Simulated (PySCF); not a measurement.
# Two-photon absorption: SMILES O=COC=O, C2H2O3

Molfile (atoms numbered from 1):
```
C2H2O3
     RDKit          3D

  7  6  0  0  0  0  0  0  0  0999 V2000
   -1.3816    1.1861    0.0087 O   0  0  0  0  0  0  0  0  0  0  0  0
   -1.1700    0.0292    0.1184 C   0  0  0  0  0  0  0  0  0  0  0  0
    0.0496   -0.6048    0.0883 O   0  0  0  0  0  0  0  0  0  0  0  0
    1.2436    0.0582   -0.0707 C   0  0  0  0  0  0  0  0  0  0  0  0
    1.4092    1.2215   -0.1908 O   0  0  0  0  0  0  0  0  0  0  0  0
   -1.9283   -0.7534    0.2648 H   0  0  0  0  0  0  0  0  0  0  0  0
    2.0325   -0.7076   -0.0639 H   0  0  0  0  0  0  0  0  0  0  0  0
  1  2  2  0
  2  3  1  0
  3  4  1  0
  4  5  2  0
  2  6  1  0
  4  7  1  0
M  END
```

The calculation used TDDFT CAM-B3LYP/aug-cc-pVTZ excited states, vertical, gas phase (PySCF). Geometry: PBE0-D3(BJ)/def2-TZVP.

(1) How strongly do the lowest singlets absorb one photon, and two photons of half the energy?

Answers

(1) δ for parallel linear polarisation; σ at the peak of a Lorentzian of half width 0.1 eV, single beam; Ω is circular over linear.
| state | E (eV) | f | photon λ (nm) | δ (au) | σ (GM) | Ω | main |
| --- | --- | --- | --- | --- | --- | --- | --- |
| S1 | 4.88 | 0.003 | 509 | 0.32 | 0.00 | 1.50 | HOMO→LUMO 0.91 |
| S2 | 5.71 | 0.000 | 434 | <0.1 | 0.00 | – | HOMO−1→LUMO 0.62, HOMO→LUMO+3 0.20 |
| S3 | 7.50 | 0.045 | 331 | 29 | 0.60 | 1.50 | HOMO→LUMO+1 0.61, HOMO−2→LUMO 0.26 |
| S4 | 7.53 | 0.000 | 329 | 6.3 | 0.13 | 1.50 | HOMO→LUMO+3 0.45, HOMO−1→LUMO 0.33 |
| S5 | 7.75 | 0.077 | 320 | 31.3 | 0.69 | 1.50 | HOMO−2→LUMO 0.66, HOMO→LUMO+1 0.25 |
| S6 | 8.06 | 0.049 | 307 | 125 | 2.97 | 0.07 | HOMO→LUMO+2 0.76, HOMO−1→LUMO+1 0.12 |

Among these, the strongest one-photon state is S5, the strongest two-photon state S6, with a dipole change of 4.6 D (relaxed, norm of the difference vector).
